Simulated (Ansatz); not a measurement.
fluoroethene (C2H3F), SMILES C=CF.

Geometry optimised at B3LYP-D3(BJ)/def2-TZVP.

Two levels are set side by side: PBE/def2-TZVPD (Ansatz, a program for electronic structure) and CAM-B3LYP/def2-TZVPD (Ansatz). Energy differences of separate SCF runs at the same geometry; the states with an electron removed or added have multiplicity 2 and 2. Differences are taken from unrounded values.

```csv
quantity,CAM-B3LYP,PBE,PBE minus CAM-B3LYP
vertical ionisation energy (eV),10.52,10.42,-0.10
vertical singlet–triplet gap (eV),4.49,4.56,0.08
```

Here PBE gives about what the other level gives.
